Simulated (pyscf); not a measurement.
Optimised with ωB97X-D3(BJ)/def2-SVP in PySCF.

SMILES: [Ta]([SiH3])([Cl])([Cl])([Cl])[Cl]
```xyz
9

Si    -0.2236    -1.0805    -2.2654
Ta    -0.5981    -1.0686     0.3092
Cl     1.5535    -0.2405     0.2090
Cl    -1.4351     0.8800     1.1603
Cl    -0.0419    -2.9987     1.3733
Cl    -2.6751    -1.7924    -0.3875
H     -1.0847    -2.0560    -2.9870
H      1.2006    -1.2738    -2.6508
H     -0.6502     0.3131    -2.6035
```
Charge 0, spin multiplicity 1.

### Question
What is the homolytic dissociation enthalpy (298 K, ωB97M-D3(BJ)/def2-TZVP) of the Si–Ta bond of H₃Si–Ta(Cl)(Cl)(Cl)–Cl, to SiH₃• + [Cl–Ta(Cl)(Cl)–Cl]•?

### Answer
Si–Ta to SiH₃• + [Cl–Ta(Cl)(Cl)–Cl]•: 40.9 kcal/mol. The 7 functionals that were run give +37.8 (M06-2X) to +50.8 kcal/mol (ωB97X-D3(BJ)). The radicals are drawn with the spin at the cut bond; how far it spreads was not checked. Open-shell species with a d-block atom are single-reference here; other states, and whether the spin sits on metal or ligand, were not checked. Elements past Kr carry the def2 core potentials, without spin-orbit coupling.
